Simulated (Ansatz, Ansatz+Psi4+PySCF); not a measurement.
```xyz
2

O     0.0000    0.0000   -1.0160
S     0.0000    0.0000    0.5080
```

Basis set: cc-pVTZ on O; cc-pV(T+d)Z on S (spherical functions). Frozen core: 6 orbitals. Correlation on ROHF uses semicanonical orbitals with singles. Charge 0, multiplicity 3.

Computed with Ansatz (development build ahead of 0.2.0); free ground-state atoms in the same class of orbitals, no zero-point energy, no relativity.

The atomization energy of triplet SO from measured heats of formation, zero-point and thermal terms removed is 5.423 eV (G2/97 set, Curtiss et al., J. Chem. Phys. 106, 1063 (1997), as shipped with ASE); it holds spin-orbit and other relativistic effects.

Task: How far do ROHF-CCSD(T), ROHF-CCSD, UHF-CCSD(T), UHF-CCSD, ROHF-MP2, UHF-MP2 miss it in this basis?

Result:

| method | atomization energy (eV) | computed − measured (eV) |
| --- | --- | --- |
| ROHF-CCSD(T) | 5.060 | -0.363 |
| ROHF-CCSD | 4.708 | -0.715 |
| UHF-CCSD(T) | 5.045 | -0.378 |
| UHF-CCSD | 4.729 | -0.694 |
| ROHF-MP2 | 5.747 | 0.324 |
| UHF-MP2 | 5.468 | 0.045 |
